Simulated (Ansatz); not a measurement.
# C4H10S2: a ladder of functionals and wavefunction methods

One table from this session's results is given with a row withheld; the runs are named, their logs left out.

The runs use Ansatz 0.2.0, Gaussian basis; functionals in def2-TZVPP, the program's frozen cores in correlated methods.

Plan: LDA (SPW92), PBE-D4, revPBE-D4, BLYP-D4, r2SCAN-D4, B97M-V, PBE0-D4, B3LYP-D4, r2SCANh-D4, r2SCAN0-D4, HSE06-D4, BHLYP-D4, CAM-B3LYP-D4, LC-ωPBE, ωB97X-V, ωB97M-V, B2PLYP, PBE-QIDH; CCSD(T)/def2-SVP; CCSD(T)/def2-TZVPP; MP2/def2-QZVPP; extrapolation to the limit; RPA on PBE.

## The relaxed structure

The geometry comes from an earlier relaxation with PBE0-D4 in a triple-zeta def2 set; it is a stationary point, not always the lowest conformer.

16 atoms, charge 0, spin multiplicity 1.

Atoms are counted from 1 here; the program's logs count them from 0.

Bond lengths: C1–C2 1.512 Å, C1–H7 1.094 Å, C1–H8 1.092 Å, C1–H9 1.092 Å, C2–S3 1.816 Å, C2–H10 1.092 Å, C2–H11 1.095 Å, S3–S4 2.029 Å, S4–C5 1.816 Å, C5–C6 1.512 Å, C5–H12 1.092 Å, C5–H13 1.095 Å, C6–H14 1.092 Å, C6–H15 1.094 Å, C6–H16 1.092 Å. Angles: C2–C1–H7 110.5°, C2–C1–H8 110.5°, C2–C1–H9 111.0°, H7–C1–H8 108.1°, H7–C1–H9 108.5°, H8–C1–H9 108.2°, C1–C2–S3 114.1°, C1–C2–H10 111.7°, C1–C2–H11 111.5°, S3–C2–H10 108.5°, S3–C2–H11 103.3°, H10–C2–H11 107.1°, C2–S3–S4 103.6°, S3–S4–C5 103.6°, S4–C5–C6 114.1°, S4–C5–H12 108.5°, S4–C5–H13 103.3°, C6–C5–H12 111.7° and more.

The first run:

The input, in.yaml:

```yaml
crystal:
  periodic: [false, false, false]
  atoms:
    - {symbol: C, position_ang: [-1.107014, 2.417699, -0.945696]}
    - {symbol: C, position_ang: [-1.500120, 1.002466, -0.587449]}
    - {symbol: S, position_ang: [-0.465698, -0.272665, -1.363227]}
    - {symbol: S, position_ang: [1.363464, 0.028463, -0.537955]}
    - {symbol: C, position_ang: [1.309507, -0.950646, 0.990584]}
    - {symbol: C, position_ang: [1.192539, -2.440988, 0.764877]}
    - {symbol: H, position_ang: [-1.765156, 3.135582, -0.448288]}
    - {symbol: H, position_ang: [-0.082311, 2.622145, -0.629151]}
    - {symbol: H, position_ang: [-1.169497, 2.579747, -2.023362]}
    - {symbol: H, position_ang: [-1.495867, 0.842542, 0.492968]}
    - {symbol: H, position_ang: [-2.506990, 0.763112, -0.945037]}
    - {symbol: H, position_ang: [0.499203, -0.571499, 1.617137]}
    - {symbol: H, position_ang: [2.250032, -0.693098, 1.488636]}
    - {symbol: H, position_ang: [2.037741, -2.815886, 0.184718]}
    - {symbol: H, position_ang: [1.164873, -2.972151, 1.720397]}
    - {symbol: H, position_ang: [0.275286, -2.674843, 0.220848]}
basis:
  gaussian: {orbitals: def2-TZVPP}
hamiltonian: {xc: lda}
output: {orbitals: {seedname: orbitals}}
```

Command:

```bash
> ansatz run in.yaml --threads 2 --pin off --events-out ev --progress --plain --max-ram 22528MiB --backend cuda --devices 0, --max-vram 18GiB
```

Among the steps run: LDA; PBE-D4 (GGA); revPBE-D4 (GGA); BLYP-D4 (GGA); r2SCAN-D4 (meta-GGA); B97M-V (meta-GGA); B3LYP-D4 (hybrid); r2SCANh-D4 (hybrid); r2SCAN0-D4 (hybrid); HSE06-D4 (hybrid); BHLYP-D4 (hybrid); CAM-B3LYP-D4 (range-separated); LC-ωPBE (range-separated); ωB97X-V (range-separated); ωB97M-V (range-separated); B2PLYP (double hybrid); PBE-QIDH (double hybrid).

One table of the session follows, with a row left open; its other results are not shown here.

It belongs to the step «Orbital energies across the functionals». 

| functional | HOMO (eV) | gap (eV) |
| --- | --- | --- |
| LDA (SPW92) | ? | ? |
| PBE-D4 | -5.46 | 4.45 |
| revPBE-D4 | -5.41 | 4.49 |
| BLYP-D4 | -5.31 | 4.43 |
| r2SCAN-D4 | -5.69 | 4.91 |
| B97M-V | -5.81 | 5.11 |
| PBE0-D4 | -6.64 | 6.64 |
| B3LYP-D4 | -6.41 | 6.17 |
| r2SCANh-D4 | -6.13 | 5.71 |
| r2SCAN0-D4 | -6.79 | 6.91 |
| HSE06-D4 | -6.24 | 5.86 |
| BHLYP-D4 | -7.70 | 8.80 |
| CAM-B3LYP-D4 | -7.95 | 9.09 |
| LC-ωPBE | -9.30 | 11.66 |
| ωB97X-V | -8.96 | 11.18 |
| ωB97M-V | -8.81 | 10.85 |

Q: Estimate the row for LDA (SPW92) from the others.

**Answer.** HOMO (eV): -5.59; gap (eV): 4.35. In the column «HOMO (eV)» it lies between r2SCAN-D4 (-5.69) and PBE-D4 (-5.46).
